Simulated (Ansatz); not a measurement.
One starting cell of V (a generated trial cell of V in the bcc structure type) was relaxed twice with Ansatz (plane waves, PAW, scalar-relativistic): with r2SCAN at 500 eV and with PBE at 420 eV. The r2SCAN result:

```
V
1.0
   -1.49242     1.49242     1.49242
    1.49242    -1.49242     1.49242
    1.49242     1.49242    -1.49242
V
1
Direct
  0.00000   0.00000   0.00000
```

```tsv
quantity	r2SCAN	PBE
space group	Im-3m	Im-3m
volume (Å³/atom)	13.30	13.47
a (Å)	2.985	2.997
gap (eV, no spin-orbit coupling)	0.00	0.00
pressure at 130 % of the level's own volume (GPa)	-30.4	-28.5
```

Both levels end in the same structure; PBE's volume is 1.3 % larger. Neither column is exact.

No spin polarisation in the result.

Measured for V: a 3.021 Å (static lattice; corrected from measurement; as listed in Daniel Mejia-Rodriguez, S. B. Trickey, Phys. Rev. B (2018)). Computed minus measured — a: r2SCAN -1.2 %, PBE -0.8 %. The computed values are for a static lattice.

The run could not lose the symmetry of its start.

Ansatz is a program for electronic structure.
